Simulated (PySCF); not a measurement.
**Deuteron quadrupole couplings in `CC(C)C`**

C₄H₁₀.
Z-matrix (Å and degrees, PBE0-D3(BJ)/def2-SVP geometry), rows numbered from 1:
```
C 
C   1  1.5248
C   2  1.5248  1  111.17
C   2  1.5247  1  111.20  3  -124.46
H   1  1.1013  2  111.49  3   -57.68
H   1  1.1032  2  110.77  3    62.05
H   1  1.1014  2  111.52  3  -178.23
H   2  1.1059  1  107.70  3   117.76
H   3  1.1014  2  111.50  1    57.23
H   3  1.1032  2  110.76  1   -62.49
H   3  1.1014  2  111.53  1   177.78
H   4  1.1014  2  111.50  1  -178.01
H   4  1.1014  2  111.52  1   -57.47
H   4  1.1032  2  110.77  1    62.26
```

Level: PBE0/pcSseg-1 (PySCF, non-relativistic); Q(2H) = 0.00286 b; rigid geometry, the same for H and D, with no vibrational averaging.

Question: Tabulate Vzz, the asymmetry η and χzz = 234.96 MHz × Q × Vzz for every hydrogen position.

Answer: 
```
atom  bonded to  bond length (Å)  Vzz (au)     η  χzz (kHz)
  H5         C1            1.101    0.2920  0.02        196
  H6         C1            1.103    0.2883  0.02        194
  H7         C1            1.101    0.2920  0.02        196
  H8         C2            1.106    0.2785  0.00        187
  H9         C3            1.101    0.2920  0.02        196
 H10         C3            1.103    0.2883  0.02        194
 H11         C3            1.101    0.2920  0.02        196
 H12         C4            1.101    0.2920  0.02        196
 H13         C4            1.101    0.2919  0.02        196
 H14         C4            1.103    0.2883  0.02        194
```

Geometry: PBE0-D3(BJ)/def2-SVP; no solvent, vibrations or thermal averaging. With a basis this small, the couplings can be 20 % off.
